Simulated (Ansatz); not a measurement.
# AlH₄ (doublet): from Hartree-Fock to the top rungs at distance Al1–H4 along a hydrogen transfer = 1.681 Å, 6-31G

How much of the correlation energy of AlH₄ (doublet) does each wave-function method recover here?

Method: 6-31G, core rule «outside noble gas», up to 5 orbitals frozen; program: Ansatz 0.2.0, Gaussian basis.

To be run: UHF; CCSD(T) on ROHF; CCSD(T) on UHF; BCCD(T) on ROHF; CISD; CCSDT(Q) on ROHF; CCSDT(Q) on UHF; CISDTQ; CCSDTQ on ROHF; CCSDTQ on UHF; CASSCF and MRCISD+Q, 3 electrons in 3 orbitals; CASSCF and NEVPT2, 3 electrons in 3 orbitals; CASSCF and MRCISD+Q, 7 electrons in 8 orbitals; CASSCF and NEVPT2, 7 electrons in 8 orbitals; Full CI.

7 further runs of the same task are left out: 6 that didn't finish, 1 set aside as unsound or not needed.

### 1 The system

The geometry derives from fragments relaxed apart (PBE0/def2-TZVP) and kept rigid, so it is no stationary point. A hydrogen atom is moved between rigid fragments.

5 atoms, charge 0, spin multiplicity 2.

Atoms are counted from 1 here; the program's logs count them from 0.

Bond lengths: Al1–H2 1.586 Å, Al1–H3 1.586 Å, Al1–H4 1.681 Å. Angles: H2–Al1–H3 120.0°, H2–Al1–H4 120.0°, H3–Al1–H4 120.0°.

As a file:

| atom | x (Å) | y (Å) | z (Å) |
| --- | --- | --- | --- |
| Al1 | -0.10050 | 0.00000 | 0.00000 |
| H2 | -0.89342 | 1.37338 | 0.00000 |
| H3 | -0.89342 | -1.37338 | 0.00000 |
| H4 | 1.58050 | 0.00000 | 0.00000 |
| H5 | 2.89650 | 0.00000 | 0.00000 |

### 2 UHF

Contents of in.yaml:

```yaml
crystal:
  periodic: [false, false, false]
  atoms:
    - {symbol: Al, position_ang: [-0.100496, 0.000000, 0.000000]}
    - {symbol: H, position_ang: [-0.893420, 1.373384, 0.000000]}
    - {symbol: H, position_ang: [-0.893419, -1.373384, 0.000000]}
    - {symbol: H, position_ang: [1.580504, 0.000000, 0.000000]}
    - {symbol: H, position_ang: [2.896504, 0.000000, 0.000000]}
basis:
  gaussian: {orbitals: 6-31G}
magnetization: {spin_polarized: true, initial_magnetization: 1}
hamiltonian: {xc: hf}
output: {orbitals: {seedname: orbitals}}
```

Launch:

```
$ ansatz run in.yaml --threads 1 --pin off --events-out ev --progress --plain --max-ram 2393MiB
```

Further steps of the session: CCSD(T) on ROHF; CCSD(T) on UHF; BCCD(T) on ROHF; CISD; CCSDT(Q) on ROHF; CCSDT(Q) on UHF; CISDTQ; CCSDTQ on ROHF; CCSDTQ on UHF; CASSCF and MRCISD+Q, 3 electrons in 3 orbitals; CASSCF and NEVPT2, 3 electrons in 3 orbitals; CASSCF and MRCISD+Q, 7 electrons in 8 orbitals; CASSCF and NEVPT2, 7 electrons in 8 orbitals; Full CI.

Before running them: what should the planned runs give, taken together? Wanted: FCI below the RHF energy; RMP2 from FCI; UMP2 from FCI; RCCSD from FCI; RCCSD(T) from FCI; UCCSD(T) from FCI; RCCSDT(Q) from FCI; UCCSDT(Q) from FCI; NEVPT2 pair from FCI.

**Answer**, as computed:

```
                         quantity                                                                                                                                                       value
         FCI below the RHF energy                                                                                                                                                  -1.8327 eV
                    RMP2 from FCI                                                                                                                                                  +584.2 meV
                    UMP2 from FCI                                                                                                                                                  +563.6 meV
                   RCCSD from FCI                                                                                                                                                   +32.6 meV
                RCCSD(T) from FCI                                                                                                                                                   +12.0 meV
                UCCSD(T) from FCI                                                                                                                                                   +11.8 meV
               RCCSDT(Q) from FCI                                                                                                                                                    +0.5 meV
               UCCSDT(Q) from FCI                                                                                                                                                    +0.4 meV
             NEVPT2 pair from FCI                                                                                                                                                  +433.9 meV
           MRCISD+Q pair from FCI                                                                                                                                                    +4.8 meV
          NEVPT2 valence from FCI                                                                                                                                                  +135.1 meV
levels within 1 kcal/mol (43 meV)  RCCSD, UCCSD, RCCSD(T), UCCSD(T), BCCD(T), RCCSDT, UCCSDT, CISDTQ, RCCSDT(Q), UCCSDT(Q), RCCSDTQ, UCCSDTQ, MRCISD+Q pair, MRCISD valence, MRCISD+Q valence
                    T1 diagnostic                                                                                                                                                       0.026
   effectively unpaired electrons                                                                                                                                                        1.03
```

In words: RCCSD(T) misses by +12.0 meV, 0.7 % of the correlation energy. One determinant dominates. Of the multireference levels listed MRCISD+Q pair comes nearest in total energy (+4.8 meV), which doesn't show that its space is the better one. These misses are within one basis, not against nature; the frozen cores of restricted and unrestricted runs differ, which can shift their rows.
